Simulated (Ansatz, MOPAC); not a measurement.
Gas-phase reaction in SMILES: C(=C)B(C)C=C [bis(ethenyl)-methylborane] + 7 [H][H] (H2) -> B (BH3) + 5 C (CH4)

Wanted: energy of full hydrogenation (enthalpy at 298 K), in kcal/mol. Terms: LANL2DZ all-electron up to Ne; dispersion terms only where a functional's name holds one; no spin-orbit coupling; non-relativistic. Ab initio and DFT rows: single points at B3LYP-D3(BJ) geometries (Ansatz, a program for electronic structure), with unscaled harmonic terms from B3LYP/6-31G* (Ansatz) at its own minima. Semi-empirical rows: MOPAC heats of formation at their own minima for 298 K.

```
species      coefficient  E at B3LYP/LANL2DZ (Ansatz), Eh  E at PBE0/def2-TZVPD (Ansatz), Eh  H(298 K) - E, kcal/mol  heat of formation at MNDO (MOPAC), kcal/mol
-----------  -----------  -------------------------------  ---------------------------------  ----------------------  -------------------------------------------
C=CB(C)C=C            -1                       -220.74169                         -220.55583                   85.03                                         9.27
[H][H] (H2)           -7                         -1.17442                           -1.16825                    8.44                                         0.72
B (BH3)               +1                        -26.60397                          -26.56584                   19.05                                        11.72
C (CH4)               +5                        -40.51439                          -40.47422                   30.76                                       -11.96
```

 1 Eh = 627.5095 kcal/mol.

Q: Work the quantity out at each level.

A: 
- B3LYP/LANL2DZ: the sum of coefficient times E is -0.21329 Eh, or -133.84 kcal/mol; the thermal terms add 28.74. Result: -105.1 kcal/mol.
- PBE0/def2-TZVPD: the sum of coefficient times E is -0.20336 Eh, or -127.61 kcal/mol; the thermal terms add 28.74. Result: -98.9 kcal/mol.
- MNDO: the sum of coefficient times heat of formation is -62.39 kcal/mol; it needs no thermal term.
